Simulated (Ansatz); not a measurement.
Relaxation of C₂H₃Si (6 atoms, charge 0, multiplicity 2), to a largest force component of 0.02 eV/Å in at most 50 steps.

Level of theory: UKS PBE-D4/def2-SVP (Ansatz 0.2.0).

```xyz
6
Properties=species:S:1:pos:R:3
C -0.670 -1.610 -0.221
C -0.228 -0.493 -0.074
Si 0.276 1.240 0.113
H 0.507 -1.286 0.062
H 1.117 1.770 -0.945
H 0.523 1.687 1.470
```

Question: Where does it end, and by what steps?

Answer: The run converged. After 16 steps the energy has fallen by 2.621 eV; H4 moved furthest, 1.46 Å. The start is strongly strained (largest force component 8 eV/Å), so its close contacts needn't be bonds. Parted: C2–H4.

```tsv
step	energy less start (eV)	largest force component (eV/Å)	accepted
0	0.0000	8.034	yes
1	-0.5084	1.625	yes
2	-0.5916	0.291	yes
3	-0.6000	0.153	yes
4	-0.6064	0.167	yes
5	-0.6214	0.295	yes
6	-0.7013	0.745	yes
7	-0.9334	1.777	yes
8	-1.3310	2.477	yes
9	-1.6617	3.008	yes
10	-2.1214	3.063	yes
11	-2.2383	2.434	yes
12	-2.5771	1.567	yes
13	-2.4644	3.421	no
14	-2.6195	0.137	yes
15	-2.6204	0.035	yes
16	-2.6207	0.009	yes
```

```xyz
6
Properties=species:S:1:pos:R:3
C -0.042 -1.505 -0.076
C 0.094 -0.281 0.008
Si 0.131 1.532 0.090
H -0.147 -2.580 -0.146
H 1.048 2.119 -0.946
H 0.442 2.023 1.475
```

Whether the end is a true minimum wasn't checked by a vibrational analysis.

Time of the run: 35 s on 1 thread of Arm Neoverse V2, on a shared host, peak memory 0.14 GiB.
